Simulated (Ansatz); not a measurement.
Input file:

```yaml
crystal:
  periodic: [false, false, false]
  atoms:
    - {symbol: B, position_ang: [0.000000, 0.000000, 2.012267]}
    - {symbol: C, position_ang: [0.000000, 0.000000, -0.470733]}
    - {symbol: H, position_ang: [0.000000, 0.000000, -1.541535]}
basis:
  gaussian: {orbitals: 6-31G}
magnetization: {spin_polarized: false, initial_magnetization: 2}
correlation: {method: fci, electrons: outside_noble_gas}
```

```sh
$ ansatz run in.yaml --threads 1 --pin off --events-out ev --progress --plain --max-ram 2393MiB
```

The program prints:

```
441 factors; integrals over basis functions are off by at most 1.4e-7 eV
mean field evaluation 1: about -1706.8021 eV, gradient 1.6e1 eV
mean field evaluation 2: about -1706.8021 eV, gradient 1.6e1 eV
mean field evaluation 4: about -1707.7066 eV, gradient 9.5e0 eV
mean field evaluation 8: about -1708.3651 eV, gradient 4.2e-1 eV
mean field evaluation 16: about -1707.8292 eV, gradient 3.0e0 eV
mean field evaluation 32: about -1705.1257 eV, gradient 1.6e1 eV
mean field evaluation 64: about -1707.9005 eV, gradient 1.2e-1 eV
mean field evaluation 96: about -1706.8021 eV, gradient 1.6e1 eV
mean field -1708.36819119 eV, -62.7813730528 hartree, gradient 1.7e-6 eV, S^2 2.000000; 12 other end points of the search recorded, 0 dependent functions left out
determinant -1708.36819119 eV, -62.7813730528 hartree, with singles and doubles -1712.41634310 eV, -62.9301398915 hartree
determinant -1708.17280295 eV, -62.7741926673 hartree, with singles and doubles -1711.90366893 eV, -62.9112994631 hartree
determinant -1707.89826841 eV, -62.7641037089 hartree, with singles and doubles -1710.83540880 eV, -62.8720416276 hartree
determinant -1706.88572951 eV, -62.7268935909 hartree, with singles and doubles -1709.98766409 eV, -62.8408875842 hartree
determinant -1708.36819119 eV, -62.7813730528 hartree, with singles and doubles -1712.42091836 eV, -62.9303080292 hartree
determinant -1708.17280295 eV, -62.7741926673 hartree, with singles and doubles -1712.25531188 eV, -62.9242221034 hartree
unrestricted determinant -1709.32366650 eV, -62.8164861228 hartree, S^2 2.5780
2 core orbitals not correlated: weight in the atoms' cores, before any rotation towards them, 1.000 or more for the frozen orbitals, at most 0.000 for the correlated occupied ones
reference -1708.36819119 eV, -62.7813730528 hartree; 5, 3 occupied and 13, 15 virtual orbitals, 441 factors
state -1712.66545104 eV, -62.9392944395 hartree
Total energy: -1712.66545104 eV, -62.9392944395 hartree
```

Ran on 1 thread of Arm Neoverse V2, shared host: 22 s wall, 0.33 GiB peak host memory.
